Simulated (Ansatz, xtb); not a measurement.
Ranking isomers of C5H5N

3 gas-phase structures of C5H5N, from a drawn sample of its isomers (lower ones may exist). Each was relaxed with GFN2-xTB:

A. `CCC#CC#N`, a singlet
B. `CC#CCC#N`, a singlet
C. `C#C[C@@H](C)C#N`, a singlet

Task: Which do you expect lowest at r2SCAN-D4/def2-SVP//GFN2-xTB, and how would the others follow?

Result: Calculated order at r2SCAN-D4/def2-SVP//GFN2-xTB: A (0.0), B (6.0), C (13.2) kcal/mol.

Energies above the lowest of each column, in kcal/mol; the last columns are at r2SCAN-D4/def2-SVP geometries:

```tsv
structure	GFN2-xTB	HF/STO-3G	r2SCAN-D4/def2-SVP//GFN2-xTB	r2SCAN-D4/def2-SVP	CCSD(T)/def2-SVP + ΔMP2/def2-TZVPP
A	0.0	0.0	0.0	0.0	0.0
B	0.1	3.6	6.0	5.5	1.5
C	7.2	10.6	13.2	12.6	5.5
```

Every level run on A puts it lowest or level with the lowest. ΔMP2 is the change of the MP2 energy from the smaller to the larger basis.

Programs: Ansatz 0.2.0, xtb 6.7.1.
